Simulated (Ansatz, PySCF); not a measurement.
System: C2H6, charge 0, singlet. C2H6 (SMILES CC).
B3LYP-D3(BJ)/def2-TZVP minimum from Ansatz (a program for electronic structure):
```xyz
8

C      0.0020    -0.0069     0.7631
C     -0.0020     0.0069    -0.7631
H      0.0089     1.0066     1.1692
H     -0.8808    -0.5139     1.1578
H      0.8809    -0.5241     1.1531
H     -0.0089    -1.0066    -1.1692
H     -0.8809     0.5241    -1.1531
H      0.8808     0.5139    -1.1578
```

Total energies in hartree (Ansatz). Open shells are spin-unrestricted; no spin-orbit coupling. Cores are frozen in correlated methods. No relativity. For partners of very few electrons the exact lower level stands in for a higher one.

| species | HF/cc-pVTZ | CCSD(T)/cc-pVTZ | HF/cc-pVQZ | CCSD(T)/cc-pVQZ | CCSD(T)/cc-pVDZ | CCSDT(Q)/cc-pVDZ |
|---|---|---|---|---|---|---|
| 1: C2H6 (ethane, SMILES CC) | -79.25979 | -79.67444 | -79.26503 | -79.69871 | -79.58229 | -79.58331 |
| 2: C (triplet) | -37.69157 | -37.78076 | -37.69331 | -37.78654 | -37.76038 | -37.76071 |
| 3: H (doublet) | -0.49981 | -0.49981 | -0.49995 | -0.49995 | -0.49928 | -0.49928 |

Task: Work out the enthalpy of formation at 298 K (by atomisation, with ideal-gas terms from PySCF's Hessian at B3LYP-D3(BJ)/def2-TZVP and the atoms' measured values of the G2/97 table; no spin-orbit terms) in kcal/mol: take Hartree-Fock from cc-pVQZ, extrapolate the CCSD(T) correlation energy as X^-3 (X = 3, 4), and add CCSDT(Q) - CCSD(T) in cc-pVDZ. The further terms named in the bracket sum to +1.10384 hartree. 1 hartree = 627.51 kcal/mol.

Result: 
Species 1: correlation (64·(-0.43368) - 27·(-0.41465))/37 = -0.44757; step -0.00102; E1 = -79.26503 + (-0.44757) + (-0.00102) = -79.71362
Species 2: correlation (64·(-0.09323) - 27·(-0.08919))/37 = -0.09618; step -0.00033; E2 = -37.69331 + (-0.09618) + (-0.00033) = -37.78982
Species 3: correlation (64·(0.00000) - 27·(0.00000))/37 = 0.00000; step +0.00000; E3 = -0.49995 + (0.00000) + (+0.00000) = -0.49995
+1·E1 -2·E2 -6·E3 +1.10384 = -0.03044 hartree = -19.1 kcal/mol. Measured: -20.0 kcal/mol, -83.8 kJ/mol (Active Thermochemical Tables 1.112 (ions: stationary electron), as tabulated in the package chemicals); atomic spin-orbit terms, which the calculations lack, would raise the computed values. The composite differs from it by +0.9 kcal/mol; core, relativistic and spin-orbit terms are not in it.
